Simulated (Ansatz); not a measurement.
Molecule: singlet methylene, CH₂ (charge 0, singlet). 
Geometry from a B3LYP-D3(BJ)/def2-TZVP (Ansatz, a program for electronic structure) optimisation:
SMILES: [CH2]
```xyz
3

C      0.0073     0.0003     0.1749
H     -0.0104     0.8611    -0.5267
H     -0.0333    -0.8629    -0.5227
```

Quantity: vertical electron affinity (to the doublet state of charge -1; a negative value means that the extra electron is unbound and the number depends on the basis; each state is the SCF solution reached for its spin; for the singlet the Hartree-Fock reference is unstable and T1 is 0.009), in eV. Valence correlation only, unless marked. Open shells are spin-unrestricted. No spin-orbit coupling. Non-relativistic. Anions need diffuse functions: aug- sets have them; def2-D sets add few. CBS(X,Y): correlation extrapolated as X^-3; Hartree-Fock from the larger set. The bracket is a focal-point correction in the basis named.

| level | program | vertical electron affinity (eV) | minus last row |
|---|---|---|---|
| HF/def2-SVPD | Ansatz | 0.04 | -0.88 |
| PBE/def2-TZVPD | Ansatz | 1.20 | 0.28 |
| B3LYP/def2-TZVPD | Ansatz | 1.07 | 0.15 |
| BHLYP/def2-TZVPD | Ansatz | 0.81 | -0.11 |
| CAM-B3LYP/def2-TZVPD | Ansatz | 1.06 | 0.14 |
| MP2/aug-cc-pVDZ | Ansatz | 1.04 | 0.12 |
| RI-MP2/aug-cc-pVTZ | Ansatz | 1.11 | 0.19 |
| RI-MP2/def2-QZVPPD | Ansatz | 1.03 | 0.11 |
| SCS-MP2/aug-cc-pVTZ | Ansatz | 0.92 | 0.00 |
| SCS-MP2/def2-TZVPPD | Ansatz | 0.76 | -0.16 |
| CCSD/CBS(def2-TZVPPD,def2-QZVPPD) | Ansatz | 0.84 | -0.08 |
| CCSD(T)/aug-cc-pVDZ | Ansatz | 0.89 | -0.03 |
| CCSD(T)/def2-TZVPPD | Ansatz | 0.80 | -0.12 |
| RI-MP2/CBS(aug-cc-pVTZ,aug-cc-pVQZ)+[CCSD(T)-MP2]/aug-cc-pVDZ | Ansatz | 1.00 | 0.08 |
| CCSD(T)/CBS(def2-TZVPPD,def2-QZVPPD) | Ansatz | 0.92 | 0.00 |
